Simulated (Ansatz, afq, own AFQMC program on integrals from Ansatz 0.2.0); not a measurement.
## ScNH2, singlet: a scan with AFQMC

```yaml
atoms:
  - { symbol: Sc, position_ang: [0.0000, 0.0000, 0.5199] }
  - { symbol: N, position_ang: [0.0000, 0.0000, -1.3854] }
  - { symbol: H, position_ang: [0.0000, 0.8279, -1.9692] }
  - { symbol: H, position_ang: [0.0000, -0.8279, -1.9692] }
```

The Sc1–N2 distance is changed with both sides rigid. Energies in eV count from this geometry (1.905 Å) at the same level; the start stands on RHF, each point on the determinant named.

Basis def2-TZVP. Only valence electrons are correlated. AFQMC by an in-house program on the Cholesky factors that Ansatz 0.2.0 writes for its CCSD(T) run. ph-AFQMC/CISD is guided by a CISD state made of CCSD amplitudes; releasing the constraint for a short imaginary time cuts its bias at the price of noise, slowly where states lie close. Uncertainties: one standard error, sampling alone. The metal's outer-core s and p shells are frozen, which shifts wave-function levels against functionals.

Cautions, each for one point or more: CCSDT(Q) on the RHF determinant differs, so the two series follow different states; CCSDT(Q) on the UHF determinant differs, perhaps since the unrestricted series falls towards higher spin; higher spins were not checked; no relativity below Rb; outer-core shells of the metal frozen; restricted determinant unstable towards unrestricted; strong correlation; the ph-AFQMC/CISD walk drifts between its halves; unrestricted determinant spin contaminated; walk and cluster series may follow different spin states.

```tsv
r(Sc1–N2) / Å	det.	T1	weight	⟨S²⟩	PBE0	wB97M-V	CCSD(T)
1.702	RHF	0.019	0.85	pure	0.677§	0.683	0.871
2.116	RHF	0.023	0.84	pure	0.261§	0.266§	0.203
2.613	RHF	0.041	0.80	pure	1.858§	1.900§	1.925
3.469	UHF†‡¶	0.021	0.86	1.04	–	–	3.477
5.257	UHF†¶	0.017	0.87	1.02	3.717§	–	3.574
```

Question: Estimate the curve of phaseless AFQMC with a CISD trial, counted from the same start.

Answer: 
```json
{"r(Sc1–N2) / Å": "1.702", "det.": "RHF", "T1": "0.019", "weight": "0.85", "⟨S²⟩": "pure", "ph-AFQMC/CISD": "0.869 ± 0.007", "CCSDT(Q)": "0.877"}
{"r(Sc1–N2) / Å": "2.116", "det.": "RHF", "T1": "0.023", "weight": "0.84", "⟨S²⟩": "pure", "ph-AFQMC/CISD": "0.211 ± 0.008", "CCSDT(Q)": "0.194"}
{"r(Sc1–N2) / Å": "2.613", "det.": "RHF", "T1": "0.041", "weight": "0.80", "⟨S²⟩": "pure", "ph-AFQMC/CISD": "1.935 ± 0.012", "CCSDT(Q)": "1.866"}
{"r(Sc1–N2) / Å": "3.469", "det.": "UHF†‡¶", "T1": "0.021", "weight": "0.86", "⟨S²⟩": "1.04", "ph-AFQMC/CISD": "3.503 ± 0.008", "CCSDT(Q)": "3.477"}
{"r(Sc1–N2) / Å": "5.257", "det.": "UHF†¶", "T1": "0.017", "weight": "0.87", "⟨S²⟩": "1.02", "ph-AFQMC/CISD": "3.587 ± 0.008", "CCSDT(Q)": "3.577"}
```

Weight is that of the determinant in the CISD state; at the start T1 is 0.020 and the weight 0.84. ¶ marks points with a poor determinant and no full CI, where no value is sure; they don't count among the departures. A dagger marks points whose determinant fills other symmetries than the start's, so the wave-function levels may follow another state there, or a degenerate partner. A double dagger marks points where the walks on two determinants ended up to 0.922 eV apart; the lower is shown. A dash marks a missing value, a released energy that hasn't settled or a functional that sits on another state. § marks a functional whose ⟨S²⟩ is too high by over 0.1 (PBE0 at the start too). Largest departures from phaseless AFQMC with a CISD trial: CCSD(T) -0.009 eV at 2.613 (on RHF) (within the noise), CCSDT(Q) -0.069 eV at 2.613 (on RHF). The walk's constraint bias lies outside its error bars, so these are departures and not errors. The functionals aren't scored here. In total energy ph-AFQMC/CISD lies 17 ± 5 meV above CCSDT(Q) at the start, so its agreement along the curve rests in part on cancellation.

CCSDT and higher add their correlation energy to the determinant of the CCSD(T) run, since their own runs factorise the integrals more tightly (a shift of under 2 meV). A walk keeps the symmetry of its determinant, which the program's search chose and which needn't be the lowest solution, so a lower state of the same spin and another symmetry isn't excluded.
